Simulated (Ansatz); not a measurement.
Input file:

```yaml
crystal:
  periodic: [false, false, false]
  atoms:
    - {symbol: N, position_ang: [0.000000, 0.000000, 0.000000]}
    - {symbol: H, position_ang: [0.510057, 0.511749, 0.509945]}
    - {symbol: H, position_ang: [-0.512284, -0.508245, 0.511215]}
    - {symbol: H, position_ang: [-0.508881, 0.509412, -0.513447]}
    - {symbol: H, position_ang: [0.511109, -0.512917, -0.507713]}
basis:
  gaussian: {orbitals: STO-3G}
total_charge: 1
magnetization: {spin_polarized: false, initial_magnetization: 1}
correlation: {method: fic_mrcisd_q_relaxed, electrons: all, active_space: {window: {electrons: 2, orbitals: 4}, states: [{multiplicity: 1, weights: [0.5, 1, 1]}], root: 2}}
accuracy: high
scf: {lower_state_search: off}
```

```sh
$ ansatz run in.yaml --threads 1 --pin off --events-out ev --progress --plain --max-ram 2393MiB
```

(1) What does the program do with this input?

Results:

(1) Refused. The input was made wrong on purpose (multiplicity of wrong parity), so the run isn't a sound calculation of what was asked.
```
Error: a molecule whose nuclei and cores have a total charge of 11 cannot have a net charge of 1 together with 1 unpaired electrons
```
